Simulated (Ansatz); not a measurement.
Geometry optimisation, Ansatz 0.2.0, RKS PBE/STO-3G.

The input (input.yaml):

```yaml
crystal:
  periodic: [false, false, false]
  atoms:
    - { symbol: F, position_ang: [-1.7889, -1.0726, 0.9272] }
    - { symbol: Al, position_ang: [-0.4844, -0.8267, -0.2522] }
    - { symbol: P, position_ang: [1.2594, 0.6032, 0.247] }
    - { symbol: H, position_ang: [-0.4262, -1.5941, -1.6478] }
    - { symbol: H, position_ang: [0.8772, 1.6081, -0.7102] }
    - { symbol: H, position_ang: [0.6049, 1.2181, 1.3899] }
basis:
  gaussian: { orbitals: STO-3G }
hamiltonian:
  xc: pbe
relax:
  f_tol: 0.015
  max_steps: 40
```

Run as:

```bash
$ ansatz run input.yaml --threads 1 --pin off --max-ram 2048MiB --backend cpu --events-out ev --progress --plain --runs-dir out
```

Problem. Where does it end, and by what steps?

Solution. The forces met the threshold. Limits of this set-up: minimal basis. After 7 steps the energy has fallen by 0.453 eV; H6 moved furthest, 0.33 Å.

```
step  energy less start (eV)  largest force component (eV/Å)  accepted
   0                  0.0000                           2.568       yes
   1                 -0.3116                           1.556       yes
   2                 -0.4050                           0.861       yes
   3                 -0.4464                           0.144       yes
   4                 -0.4515                           0.099       yes
   5                 -0.4528                           0.055       yes
   6                 -0.4529                           0.030       yes
   7                 -0.4532                           0.006       yes
```

```xyz
6
Properties=species:S:1:pos:R:3
F -1.548 -1.270 0.911
Al -0.468 -0.769 -0.224
P 1.228 0.547 0.407
H -0.626 -1.344 -1.616
H 1.066 1.393 -0.723
H 0.390 1.379 1.197
```

The run took 7.8 s on 1 thread of Arm Neoverse V2, on a shared host, peak memory 0.11 GiB.
